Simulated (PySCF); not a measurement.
**C3H2FN2−: geometry, NMR shifts, spin-spin couplings, electronic excitations and core binding energies**

Aim: predict the NMR shifts, spin-spin couplings, electronic excitations and core binding energies of C3H2FN2− (`Fc1ccn[n-]1`).

Computed with PySCF 2.14.0, with density-fitted response routines of our own, on a single molecule in the gas phase. Atoms are numbered from 0 throughout.

**1. The molecule as given**

8 atoms, charge -1, multiplicity 1; geometry from: GFN2-xTB.

Bonds of the start (Å): F0–C1 1.38, C1–C2 1.39, C2–C3 1.39, C3–N4 1.33, N4–N5 1.34, N5–C1 1.32, C2–H6 1.08, C3–H7 1.08.

**2. Relaxing the molecule at PBE0-D3(BJ)/def2-SVP**

What the job is given:

```
{"job": {"xc": "PBE0", "basis": "def2-SVP", "d3": "d3bj", "grid": 1, "kind": "geom"}, "charge": -1, "multiplicity": 1}
F      2.363933     0.035165     0.251746
C      1.003590    -0.172267     0.218240
C      0.066489     0.682187    -0.347598
C     -1.113583    -0.014811    -0.094538
N     -0.866054    -1.153823     0.552281
N      0.458517    -1.254185     0.748877
H      0.222838     1.624814    -0.844728
H     -2.126672     0.262332    -0.353365
```

**Question.** This job is followed by: GIAO PBE0/pcSseg-1 NMR shielding, non-relativistic, gas phase; B3LYP/pcJ-1 indirect spin-spin coupling, non-relativistic, gas phase; TDDFT wB97X-D/def2-SVPD, vertical, gas phase, core orbitals frozen in the response; GIAO PBE0/pcSseg-2 NMR shielding, non-relativistic, gas phase; delta-SCF UKS SCAN, pcX-2 on the ionised atom, pcseg-1 elsewhere, spin-free X2C. What will the session give for the following? point group; rotational constants (main isotopes); ¹³C shifts against TMS (PBE0/pcSseg-1); ¹H shifts against TMS (PBE0/pcSseg-1); ¹⁹F shifts against CFCl3 (PBE0/pcSseg-1); ¹⁵N shifts against NH3 (PBE0/pcSseg-1); largest coupling of the table (B3LYP/pcJ-1); lowest singlet (wB97X-D/def2-SVPD); brightest single state of those computed; lowest triplet; vertical ionisation energy (ΔSCF); C1s binding energies, SCAN/pcX-2; N1s binding energies, SCAN/pcX-2; F1s binding energies, SCAN/pcX-2; range of the shift of C1.

The runs gave:

```
                                   quantity                               value
                                point group                                  Cs
       rotational constants (main isotopes)                9.81, 3.68, 2.68 GHz
     ¹³C shifts against TMS (PBE0/pcSseg-1)              172.3, 135.4, 78.0 ppm
      ¹H shifts against TMS (PBE0/pcSseg-1)                      6.79, 4.85 ppm
   ¹⁹F shifts against CFCl3 (PBE0/pcSseg-1)                          -159.9 ppm
     ¹⁵N shifts against NH3 (PBE0/pcSseg-1)                    347.5, 327.3 ppm
largest coupling of the table (B3LYP/pcJ-1)            ¹J(F,C) F0–C1, -277.9 Hz
         lowest singlet (wB97X-D/def2-SVPD)         5.63 eV (220 nm), f = 0.017
   brightest single state of those computed         state 2, 5.87 eV, f = 0.021
                             lowest triplet                             5.18 eV
          vertical ionisation energy (ΔSCF)                             3.39 eV
           C1s binding energies, SCAN/pcX-2  C1 287.16, C3 285.20, C2 284.76 eV
           N1s binding energies, SCAN/pcX-2             N5 398.86, N4 398.82 eV
           F1s binding energies, SCAN/pcX-2                        F0 687.93 eV
                   range of the shift of C1                  172.3 to 177.8 ppm
```

Relaxing lowered the energy by 0.030 eV in 8 steps; the close pair that moved most is F0–C1, from 1.376 to 1.353 Å. Of the pairs tabulated at B3LYP/pcJ-1, F0–C1 couples most strongly (-277.9 Hz; Fermi contact -297.2 Hz). The lowest singlet, at 5.63 eV, is HOMO→LUMO 0.74, HOMO−1→LUMO 0.19 and is weak; of the 10 states computed, the strongest absorption comes from state 2 at 5.87 eV. The lowest triplet lies 0.44 eV below the lowest singlet (triplets in Tamm-Dancoff, singlets in full TDDFT). In the gas-phase run even the lowest singlet lies above the computed detachment energy of this anion, so its states are not to be taken as bound. At wB97X-D/def2-SVPD, all states lie near or above the ionisation energy, where they hang on the basis. ΔSCF puts the ionisation energy at 3.39 eV, 0.31 eV above −ε(HOMO). The C1s levels kept as sound span 2.40 eV, from C2 (aromatic CH) up to C1 (aromatic carbon bearing fluorine). The N1s levels computed lie within 0.04 eV of one another, too close to rank. In ppm, C1 moves most: its shift spreads over 5.5 ppm, from 172.3 (PBE0/pcSseg-1) to 177.8 (PBE0/pcSseg-2).
